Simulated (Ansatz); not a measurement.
A nudged elastic band was laid between two geometries of BH2O2 (5 atoms, charge 0, multiplicity 2).

Theory: Ansatz, UKS PBE0/def2-SVP.

| Quantity | Value |
| --- | --- |
| movable images | 5 |
| climbing image | yes |
| spring | 5.0 eV/Å² |
| optimiser | quadratic models (default) |
| start path | through a guess of the saddle point |
| force threshold | 0.05 eV/Å |
| iteration limit | 60 |
| end points | relaxed |

First end point:

```xyz
5
Properties=species:S:1:pos:R:3
O -1.126 -0.362 -0.316
B 0.077 0.225 -0.169
O 0.982 -0.264 0.701
H -1.679 0.081 -0.965
H 1.796 0.246 0.707
```

Last end point:

```xyz
5
Properties=species:S:1:pos:R:3
O -0.925 -0.353 -0.218
B 0.134 0.479 -0.348
O 1.265 0.337 0.357
H -1.657 -0.114 -0.794
H 1.233 -0.421 0.961
```

Q: What changes between the two ends?

A: No bond is made or broken. The dihedral O1–B2–O3–H5 goes from 180 to 0°.

Q: What energy profile does the band end with?

A: It converged. The highest image is number 3 of 0 to 6, 32.5 kJ/mol above the first end and 30.7 kJ/mol above the last; the last end lies 1.8 kJ/mol above the first. A vibrational analysis at the climbing image gives one clearly imaginary mode, 578i cm⁻¹: a first-order saddle point.

```tsv
image	path coordinate (Å)	energy (kJ/mol)	dihedral O1–B2–O3–H5 (°)
0	0.00	0.0	180
1	0.26	6.9	-151
2	0.51	22.5	-122
3	0.77	32.5	-89
4	0.99	23.3	-54
5	1.21	7.5	-21
6	1.43	1.8	0
```

Q: What is the geometry of the highest image?

A: 
```xyz
5
Properties=species:S:1:pos:R:3
O -1.037 -0.395 -0.269
B 0.121 0.290 -0.350
O 1.272 -0.137 0.215
H -1.740 0.041 -0.763
H 1.434 0.128 1.126
```

Q: What are the harmonic wavenumbers there?

A: 578i, 505, 570, 773, 967, 1188, 1478, 3913, 3929 cm⁻¹.

Time of the run: 91 s on 1 thread of Arm Neoverse V1, on a shared host, peak memory 0.11 GiB.
